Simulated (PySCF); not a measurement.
**ClH₆⁺: one-bond stretch**

These are results of PySCF, PBE0, basis Cl def2-TZVP, H def2-TZVP (no relativity, density fitting), not measurements.

Rigid scan from the singlet minimum (Cl–H 1.379 Å (×6); H–Cl–H 90.0° (×12), H–Cl–H 180.0° (×3)). Coordinate: the bond from Cl to the last atom (H) scaled, the rest fixed. Energies in kJ/mol from the minimum.

```tsv
scale of one bond	E (kJ/mol)	dipole size (D, about the centre of mass)
0.92	12.3	0.14
0.96	2.8	0.08
1.00	0.0	0.00
1.05	3.4	0.11
1.12	16.7	0.29
1.20	39.0	0.50
1.35	89.3	0.86
1.55	157.9	–
1.80	232.5	–
2.20	315.1	–
```

At long bonds a restricted determinant can lie too high, and another spin state can fall below this curve.

Other isomers or separated fragments may lie lower.
